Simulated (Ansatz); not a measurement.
**SCl2O2 (sulfuryl chloride) at 4 levels**

Aim: a comparison of 4 runs (B3LYP/6-31G*, PBE0/def2-SVP, MP2/cc-pVDZ) of SCl2O2 (sulfuryl chloride). 

The calculation is run with Ansatz 0.2.0.

3 further runs of the same task are left out: 2 that didn't finish, 1 set aside as unsound or not needed.

## 1. The structure to begin with

SCl2O2: 5 atoms, total charge 0, spin state singlet. As SMILES, `O=S(=O)(Cl)Cl`. The coordinates come from a PBE0-D4/def2-TZVP relaxation.

Bond lengths: O1–S2 1.415 Å, S2–O3 1.416 Å, S2–Cl4 2.013 Å, S2–Cl5 2.013 Å. Angles: O1–S2–O3 123.0°, O1–S2–Cl4 107.8°, O1–S2–Cl5 107.8°, O3–S2–Cl4 107.8°, O3–S2–Cl5 107.8°, Cl4–S2–Cl5 100.5°.

## 2. Energy and forces at B3LYP/6-31G(d) (spherical functions) (run 1)

input.yaml

```yaml
crystal:
  periodic: [false, false, false]
  atoms:
    - {symbol: O, position_ang: [0.866100, 0.300300, -1.246600]}
    - {symbol: S, position_ang: [-0.068500, 0.126800, -0.197800]}
    - {symbol: O, position_ang: [-1.381700, 0.653700, -0.241000]}
    - {symbol: Cl, position_ang: [-0.209600, -1.845200, 0.179900]}
    - {symbol: Cl, position_ang: [0.793700, 0.764400, 1.505600]}
basis:
  gaussian: {orbitals: 6-31G_st_-spherical.json}
hamiltonian: {xc: {name: B3LYP}}
accuracy: high
output: {forces: true, orbitals: {seedname: orbitals}}
```

The basis set 6-31G* is read from a file made from the Basis Set Exchange's data (not shown).

The run is started by

```bash
$ ansatz run input.yaml --threads 1 --pin off --max-ram 2610MiB --events-out events.jsonl --progress --plain --runs-dir runs
```

Log:

```text
Warning: RAYON_NUM_THREADS=1 ignored (pool sized by the plan → 1); use --threads N
Functional definition: B3LYP
  name "B3LYP"
  parameter a0 = 0.2
  parameter ax = 0.72
  parameter ac = 0.81
  exchange = (1 - a0 - ax)*slater_x + ax*b88_x + a0*exact_x
  correlation = (1 - ac)*vwn_rpa_c + ac*lyp_c
1711 factors; integrals over basis functions are off by at most 3.5e-9 eV
mean field evaluation 1: about -39961.7938 eV, gradient 7.3e1 eV
mean field evaluation 2: about -39921.2815 eV, gradient 1.6e2 eV
mean field evaluation 4: about -39970.9738 eV, gradient 8.8e0 eV
mean field evaluation 8: about -39971.4531 eV, gradient 9.6e-1 eV
mean field evaluation 16: about -39971.4554 eV, gradient 2.2e-4 eV
mean field -39971.45542855 eV, -1468.9238933737 hartree, gradient 2.8e-8 eV, S^2 0.000000; 0 other end points of the search recorded, 0 dependent functions left out
the calculation of the forces begins
reference -39971.45546261 eV, -1468.9238946253 hartree; 33, 33 occupied and 49, 49 virtual orbitals, 1711 factors
Total energy: -39971.45546261 eV, -1468.9238946253 hartree
Atom 0 at     0.866100     0.300300    -1.246600 Å, force     1.570721     0.274631    -1.729773 eV/Å
Atom 1 at    -0.068500     0.126800    -0.197800 Å, force     0.215419    -0.414032     0.654051 eV/Å
Atom 2 at    -1.381700     0.653700    -0.241000 Å, force    -2.176198     0.861069    -0.048655 eV/Å
Atom 3 at    -0.209600    -1.845200     0.179900 Å, force    -0.109336    -1.152412     0.160147 eV/Å
Atom 4 at     0.793700     0.764400     1.505600 Å, force     0.499394     0.430743     0.964230 eV/Å
Dipole moment:     0.086207    -0.159403     0.248336 e Å
```

Run time: 12 s. Hardware: 1 thread of Arm Neoverse V2, shared host.

## 3. Energy and gradient at PBE0/def2-SVP (run 2)

in.yaml

```yaml
basis:
  gaussian:
    orbitals: def2-SVP
crystal:
  periodic: [false, false, false]
  atoms:
    - {symbol: O, position_ang: [0.866100, 0.300300, -1.246600]}
    - {symbol: S, position_ang: [-0.068500, 0.126800, -0.197800]}
    - {symbol: O, position_ang: [-1.381700, 0.653700, -0.241000]}
    - {symbol: Cl, position_ang: [-0.209600, -1.845200, 0.179900]}
    - {symbol: Cl, position_ang: [0.793700, 0.764400, 1.505600]}
hamiltonian:
  xc: pbe0
accuracy: high
output:
  forces: true
  orbitals: {seedname: orbitals}
```

The run is started by

```bash
$ ansatz run in.yaml --threads 1 --pin off --max-ram 2610MiB --events-out events.jsonl --progress --plain --runs-dir runs
```

Log (excerpt; [...] marks lines left out):

```text
Warning: RAYON_NUM_THREADS=1 ignored (pool sized by the plan → 1); use --threads N
Functional definition: PBE0
  name "PBE0"
[...]
1635 factors; integrals over basis functions are off by at most 3.3e-9 eV
[...]
mean field -39941.61107162 eV, -1467.8271334858 hartree, gradient 5.6e-8 eV, S^2 0.000000; 0 other end points of the search recorded, 0 dependent functions left out
[...]
reference -39941.61107274 eV, -1467.8271335268 hartree; 33, 33 occupied and 49, 49 virtual orbitals, 1635 factors
Total energy: -39941.61107274 eV, -1467.8271335268 hartree
Atom 0 at     0.866100     0.300300    -1.246600 Å, force     1.103383     0.172781    -1.175625 eV/Å
Atom 1 at    -0.068500     0.126800    -0.197800 Å, force     0.125892    -0.248422     0.395888 eV/Å
Atom 2 at    -1.381700     0.653700    -0.241000 Å, force    -1.501697     0.579676    -0.005284 eV/Å
Atom 3 at    -0.209600    -1.845200     0.179900 Å, force    -0.032251    -0.690103     0.170039 eV/Å
Atom 4 at     0.793700     0.764400     1.505600 Å, force     0.304673     0.186068     0.614982 eV/Å
Dipole moment:     0.094939    -0.175554     0.273522 e Å
```

Run time: 9.3 s. Hardware: 1 thread of Arm Neoverse V2, shared host.

Run 3 isn't shown in full; the table further down has it.

## 4. Energy and gradient at MP2/cc-pVDZ (run 4)

run.yaml

```yaml
crystal:
  periodic: [false, false, false]
  atoms:
    - {symbol: O, position_ang: [0.866100, 0.300300, -1.246600]}
    - {symbol: S, position_ang: [-0.068500, 0.126800, -0.197800]}
    - {symbol: O, position_ang: [-1.381700, 0.653700, -0.241000]}
    - {symbol: Cl, position_ang: [-0.209600, -1.845200, 0.179900]}
    - {symbol: Cl, position_ang: [0.793700, 0.764400, 1.505600]}
basis:
  gaussian: {orbitals: cc-pVDZ}
total_charge: 0
correlation: {method: mp2, frozen_orbitals: {Cl: 5, O: 1, S: 5}}
accuracy: high
output: {forces: true, orbitals: {seedname: orbitals}}
```

The run is started by

```bash
$ ansatz run run.yaml --threads 1 --pin off --max-ram 2610MiB --events-out events.jsonl --progress --plain --runs-dir runs
```

Log (excerpt; [...] marks lines left out):

```text
Warning: RAYON_NUM_THREADS=1 ignored (pool sized by the plan → 1); use --threads N
Functional definition: HF
  name "HF"
[...]
1814 factors; integrals over basis functions are off by at most 3.2e-9 eV
[...]
mean field -39895.67844648 eV, -1466.1391406460 hartree, gradient 2.1e-8 eV, S^2 0.000000; 0 other end points of the search recorded, 0 dependent functions left out
17 core orbitals not correlated: weight in the atoms' cores, before any rotation towards them, 1.000 or more for the frozen orbitals, at most 0.000 for the correlated occupied ones
reference -39895.67844648 eV, -1466.1391406460 hartree; 16, 16 occupied and 49, 49 virtual orbitals, 1814 factors
second order -21.51819487 eV of doubles, -0.00000000 eV of singles
[...]
Total energy: -39917.19664135 eV, -1466.9299197218 hartree
Atom 0 at     0.866100     0.300300    -1.246600 Å, force     2.202931     0.288278    -2.235079 eV/Å
Atom 1 at    -0.068500     0.126800    -0.197800 Å, force     0.310406    -0.590928     0.930261 eV/Å
Atom 2 at    -1.381700     0.653700    -0.241000 Å, force    -2.941141     1.094168     0.071481 eV/Å
Atom 3 at    -0.209600    -1.845200     0.179900 Å, force    -0.058662    -1.104612     0.256651 eV/Å
Atom 4 at     0.793700     0.764400     1.505600 Å, force     0.486465     0.313093     0.976686 eV/Å
Dipole moment:     0.074868    -0.138425     0.215619 e Å
```

It took 11 s on 1 thread of Arm Neoverse V2, shared host.

## 5. All runs side by side

| run | level | Cartesian functions | frozen core orbitals | energy (Eh) | dipole moment (D) | HOMO energy (eV) | LUMO energy (eV) | wall time |
| --- | --- | --- | --- | --- | --- | --- | --- | --- |
| 1 | B3LYP/6-31G* (spherical functions) | no | – | -1468.923895 | 1.48 | -9.52 | -3.32 | 12 s |
| 2 | PBE0/def2-SVP | no | – | -1467.827134 | 1.63 | -9.76 | -2.82 | 9.3 s |
| 3 | B3LYP/6-31G* (Cartesian functions) | yes | – | -1468.936512 | 1.48 | -9.53 | -3.32 | 12 s |
| 4 | MP2/cc-pVDZ | no | 17 | -1466.929920 | 1.28 | -13.64 | 0.95 | 11 s |

## 6. Summary of results

| quantity | value |
| --- | --- |
| run 4: total energy | -1466.92992 Eh |
| run 4: dipole moment (correlated density) | 1.28 D |
| run 4: HOMO energy (Hartree–Fock orbitals) | -13.64 eV |
| run 4: LUMO energy (Hartree–Fock orbitals) | 0.95 eV |
| run 4: HOMO–LUMO gap (Hartree–Fock orbitals) | 14.59 eV |
| run 4: correlation energy (17 core orbitals frozen) | -790.8 mEh |
| run 4: largest force on an atom | 3.151 eV/Å |

**Reading.** The dipole moment (its size) runs from 1.28 D (MP2/cc-pVDZ) to 1.63 D (PBE0/def2-SVP). The two ends differ in method and basis. Over runs 1, 2, 3 the HOMO–LUMO gap runs from 6.20 eV (B3LYP/6-31G*) to 6.94 eV (PBE0/def2-SVP). Totals of different functionals can't be ranked against each other. All runs together took 44 s, the longest 12 s.
